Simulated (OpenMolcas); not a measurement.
Si2H5Cl: a line through the functionals

The species is Si2H5Cl (8 atoms), meant as a singlet with charge 0. SMILES: `[SiH3][SiH2]Cl`. The shape is that of a PBE0-D4/def2-TZVP optimisation.

The dipole moment y, in D, basis cc-pVDZ; a is the functional's share of exact exchange. Programs: OpenMolcas 26.06.

| functional | program | a | y (D) |
| --- | --- | --- | --- |
| revPBE | OpenMolcas | 0 | 1.35 |
| BLYP | OpenMolcas | 0 | 1.32 |
| B3LYP | OpenMolcas | 0.2 | ? |
| PBE0 | OpenMolcas | 0.25 | 1.50 |
| BHLYP | OpenMolcas | 0.5 | 1.59 |

Problem. Fit y = c + s·a to the known rows and predict B3LYP.

Solution. 
1. Means of the 4 rows: a = 0.1875, y = 1.440.
2. Σ(Δa)² = 0.17188, Σ(Δa·Δy) = 0.09, so the slope is 0.09/0.17188 = 0.52362.
3. Intercept: 1.440 − (0.52362) × 0.1875 = 1.342. The largest residual of the fit is 0.027.
4. B3LYP: 1.342 + (0.52362) × 0.2 = 1.45 D.

The run gave 1.45 D, so the prediction is off by 0.00 D: they agree to the digits shown. More exact exchange makes the molecule more polar here.
